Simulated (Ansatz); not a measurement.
# One elementary step

Start structure (AlH5S, singlet), relaxed at PBE0-D4/def2-TZVP:

| atom | x (Å) | y (Å) | z (Å) |
| --- | --- | --- | --- |
| Al1 | -0.8845 | -0.6130 | 0.1825 |
| H2 | -0.2733 | -0.8170 | 1.6432 |
| H3 | -0.7054 | -1.7828 | -0.8875 |
| H4 | -2.0691 | 0.4386 | -0.0077 |
| H5 | 1.9853 | 0.1615 | -0.3848 |
| S6 | 0.9212 | 0.8773 | -0.7874 |
| H7 | 1.0257 | 1.7355 | 0.2418 |

The step: AlH₃ + H₂S → AlH₃S ([AlH2][SH]) + H₂; bonds formed: H2–H5; dative contacts that become bonds: Al1–S6; bonds broken: Al1–H2, H5–S6. Program: Ansatz 0.2.0. Basis: def2-TZVPP and def2-QZVPP. Cores are frozen in the correlated methods. Extrapolation: Hartree–Fock as exp(−7.88 √X), correlation as X^−2.97. Energies below are by CCSD(T) at an estimated basis limit (MP2 extrapolated from triple and quadruple zeta, plus CCSD(T) − MP2 in triple zeta).

**Question.** What are the electronic barrier and the energy of the step, from the start structure to the end structure? (An estimate is asked for; the value comes from the calculation.)

**Answer.** By the calculation: Barrier 0.623 eV; step energy -0.571 eV (downhill); reverse barrier, their difference, 1.193 eV. Barrier and step energy count from the start structure, the reverse barrier from the end structure.

The saddle point: One imaginary mode of 951i cm⁻¹.
```csv
pair,start (Å),saddle (Å),end (Å)
Al1–S6,2.53,2.43,2.19
H2–H5,3.19,1.19,0.75
Al1–H2,1.60,1.70,2.40
H5–S6,1.34,1.57,3.23
```

Zero-point energy (harmonic, PBE0-D4): ZPE is 1.030 eV at the start and 0.979 eV at the saddle, so the barrier goes from 0.623 to 0.572 eV.

First-order rate constant out of the start structure at 298 K by transition-state theory, with harmonic vibrational free energies alone and no tunnelling: ΔA‡ = 0.600 eV, so k = (kB T/h) exp(−ΔA‡/kB T) ≈ 10^3 s⁻¹ (an order of magnitude at best: rotation, the number of equivalent paths and anharmonicity are left out).

T1 diagnostic: at most 0.012. The end structure is not quite a true minimum (one mode of 57i cm⁻¹).

Exchanges of this kind with a chalcogen hydride build sulfide and selenide films.

Labels in which every atom is bracketed show which atoms are joined, not bond orders.

For scale, one of the runs: CCSD(T)/def2-TZVPP, 154 basis functions, launched by `ansatz run in.yaml --threads 2 --pin off --events-out ev --progress --plain --max-ram 4352MiB`. The run took 11 s on 2 CPU threads of an Arm Neoverse V1 (shared host), with 0.91 GiB of host memory at its peak.
